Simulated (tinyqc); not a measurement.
Orbital energy against energy difference: ionisation energy by orbital energies and by energy differences in the 6-31g* basis, for H2O, spin multiplicity 1. Computed by the program tinyqc with PySCF. The cation is unrestricted; errors are against CCSD(T) in this basis, not against experiment.

Geometry (angstrom):
```
atom,x,y,z
O,0.0000,0.0000,0.0000
H,0.0000,0.6480,0.6270
H,0.0000,-0.6480,0.6270
```

CCSD(T) difference in the same basis = 12.3471 eV

IP-EOM-CCSD = 12.1732 eV

First vertical ionisation energy (eV):
```
method,-e(HOMO),E(cation) - E,error of -e(HOMO),error of the difference
HF,13.779,11.20413,1.432,-1.143
PBE,6.409,12.69370,-5.938,0.347
B3LYP,8.143,12.74352,-4.204,0.396
PBE0,8.514,12.62500,-3.833,0.278
CAM-B3LYP,10.040,12.74022,-2.307,0.393
LC-wPBE,11.498,12.78114,-0.849,0.434
```

Estimate the missing row, method = LDA.

Computed row:
```
method  -e(HOMO)  E(cation) - E  error of -e(HOMO)  error of the difference
LDA        6.508       13.04630             -5.839                    0.699
```

Koopmans errs by +1.43 eV and Delta-HF by -1.14 eV: relaxation, 2.58 eV, lowers the value and the missing correlation difference works against it. The PBE level is off by -5.9 eV through the wrong tail of its potential, though its energy difference is off by +0.35 eV; exact exchange deepens the level, and among the orbital energies LC-wPBE comes closest; among the differences PBE0 does.
